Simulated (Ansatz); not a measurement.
# How methods differ on NO (nitric oxide)

NO: 2 atoms, total charge 0, spin state doublet. SMILES: `[N]=O`. Geometry: optimised at wB97X-V/def2-SVP.

```xyz
2

N    -0.4858    0.1778   -0.2451
O     0.4858   -0.1778    0.2451
```

Quantity: the dissociation energy of the O2–N1 bond into triplet O and quartet N (shapes relaxed at wB97X-V/def2-SVP, no zero-point term), in eV. The values are calculated.

| level | kind | program | value (eV) |
| --- | --- | --- | --- |
| UHF/def2-TZVPP | Hartree–Fock | Ansatz | 2.32 |
| USVWN5/def2-TZVPP | LDA | Ansatz | 8.61 |
| UPBE/def2-TZVPP | GGA | Ansatz | 7.46 |
| U-r2SCAN/def2-TZVPP | meta-GGA | Ansatz | 6.60 |
| UB3LYP/def2-TZVPP | global hybrid | Ansatz | 6.72 |
| U-wB97M-V/def2-TZVPP | range-separated hybrid | Ansatz | 6.71 |
| RPA@PBE/def2-TZVPP | RPA | Ansatz | 6.17 |
| UMP2/def2-TZVPP | perturbation theory | Ansatz | 6.59 |

The values span 2.32 to 8.61 eV. Hartree–Fock misses the correlation of the electron pair that is broken and comes out low. Measured bond enthalpies also hold zero-point and thermal terms, a few tenths of an eV less.
